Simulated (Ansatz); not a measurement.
# Nb (model structure, started from the omega type, P6/mmm, No. 191, 3 atoms in the cell): properties by level of theory

```csv
level (code),lattice constant a (Å),c axis length (Å)
PBE (Ansatz),(withheld),(withheld)
PBEsol (Ansatz),4.833,2.649
PBE-D3(BJ) (Ansatz),4.821,2.650
```

What belongs in the gaps?


- PBE (Ansatz, an electronic-structure program), lattice constant a (Å): 4.890
- PBE (Ansatz), c axis length (Å): 2.681

Ansatz's density-functional and Hartree–Fock values are scalar-relativistic unless marked +SOC, with PAW data made under PBE.

The computed numbers hold no vibrational or temperature effects.

A model structure was made by putting elements into a prototype or built by hand; it is no filed structure, need not be a known phase, and can be a saddle point held by its symmetry.
